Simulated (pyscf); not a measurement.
H₃Si–SiH₃ + H• -> •H₂Si–SiH₃ + H₂, a hydrogen abstraction (doublet surface; H–Si broken, H–H formed). PySCF, gas phase, ωB97X-D3(BJ)/def2-SVP geometries. Energies in kcal/mol from the separated reactants.

Small-basis levels: PySCF, no dispersion term, spherical d functions. Open shells are spin-unrestricted. 

Problem. Quick BP86/6-31G* single points give ΔE‡ = -1.4 kcal/mol and ΔE = -20.0 kcal/mol. What does ωB97M-D3(BJ)/def2-TZVP give, and how far is the quick result from it?

Solution. ωB97M-D3(BJ)/def2-TZVP gives ΔE‡ = 4.2 kcal/mol and ΔE = -14.5 kcal/mol. BP86/6-31G* lies 5.6 kcal/mol under it in the barrier and 5.4 kcal/mol under it in the reaction energy, so on this step it does not hold to within 3.0 kcal/mol. At BP86/6-31G* this geometry lies under one side, so its ΔE‡ may be no barrier of that level. ωB97M-D3(BJ)/def2-TZVP has limits of its own. One saddle was located; it need not be the lowest between these sides. The angle at the transferred H is 177°.
